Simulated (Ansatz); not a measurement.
Input file:

```yaml
crystal:
  periodic: [false, false, false]
  atoms:
    - {symbol: Se, position_ang: [0.000000, 0.000000, 0.000000]}
    - {symbol: Na, position_ang: [0.000000, 0.000000, 9.844000]}
basis:
  gaussian: {orbitals: x2c-TZVPPall}
total_charge: 1
magnetization: {spin_polarized: false}
correlation: {method: bccd, electrons: outside_noble_gas}
accuracy: high
```

```sh
$ ansatz run in.yaml --threads 1 --pin off --events-out ev --progress --plain --max-ram 2393MiB
```

Log:

```
907 factors; integrals over basis functions are off by at most 4.4e-9 eV
mean field evaluation 1: about -70473.7482 eV, gradient 1.7e1 eV
mean field evaluation 2: about -70473.7561 eV, gradient 1.7e1 eV
mean field evaluation 4: about -70474.3165 eV, gradient 5.2e-1 eV
mean field evaluation 8: about -70474.3168 eV, gradient 6.9e-4 eV
mean field evaluation 16: about -70474.2517 eV, gradient 1.0e1 eV
mean field evaluation 32: about -70474.3168 eV, gradient 3.8e-7 eV
mean field evaluation 64: about -70474.2878 eV, gradient 1.2e-1 eV
mean field evaluation 96: about -70474.3145 eV, gradient 1.3e-1 eV
mean field evaluation 128: about -70474.3095 eV, gradient 2.0e0 eV
mean field evaluation 160: about -70474.2848 eV, gradient 5.4e-1 eV
mean field -70474.31680041 eV, -2589.8833732075 hartree, gradient 2.5e-8 eV, S^2 0.000000; 9 other end points of the search recorded, 0 dependent functions left out; unrestricted orbitals would lower it
...
determinant -70474.31680041 eV, -2589.8833732075 hartree, with singles and doubles -70478.33180500 eV, -2590.0309219045 hartree
determinant -70474.28541663 eV, -2589.8822198748 hartree, with singles and doubles -70478.30699747 eV, -2590.0300102446 hartree
determinant -70474.31680041 eV, -2589.8833732075 hartree, with singles and doubles -70478.29801566 eV, -2590.0296801692 hartree
determinant -70474.28541663 eV, -2589.8822198748 hartree, with singles and doubles -70478.27326341 eV, -2590.0287705409 hartree
unrestricted determinant -70475.95702821 eV, -2589.9436504673 hartree, S^2 1.0239
19 core orbitals not correlated: weight in the atoms' cores, before any rotation towards them, 1.000 or more for the frozen orbitals, at most 0.000 for the correlated occupied ones
reference -70474.31680041 eV, -2589.8833732075 hartree; 3, 3 occupied and 58, 58 virtual orbitals, 907 factors
second order -3.13895802 eV of doubles, -0.00000000 eV of singles
...
cycle  18  -3.97486878 eV  change    9.2e-8 eV  update   2.9e-7
cycle  19  -3.97486837 eV  change    4.1e-7 eV  update   2.4e-7
cycle  20  -3.97486832 eV  change    4.5e-8 eV  update   9.3e-8
cycle  21  -3.97486824 eV  change    8.0e-8 eV  update   5.7e-8
cycle  22  -3.97486813 eV  change    1.1e-7 eV  update   3.7e-8
cycle  23  -3.97486805 eV  change    8.0e-8 eV  update   1.8e-8
cycle  24  -3.97486804 eV  change    1.2e-8 eV  update   6.7e-9
cycle  25  -3.97486804 eV  change   2.0e-10 eV  update   2.3e-9
cycle  26  -3.97486804 eV  change   8.9e-10 eV  update   1.2e-9
cycle  27  -3.97486804 eV  change   4.0e-10 eV  update  5.1e-10
WARN: the results are in doubt because among natural orbitals full CI differs from the method by -0.086 eV
Total energy: -70478.29166845 eV, -2590.0294469135 hartree
Relativity: scalar
In doubt: among natural orbitals full CI differs from the method by -0.086 eV
```

Ran on 1 thread of Arm Neoverse V1, shared host: 9 s wall, 0.22 GiB peak host memory.
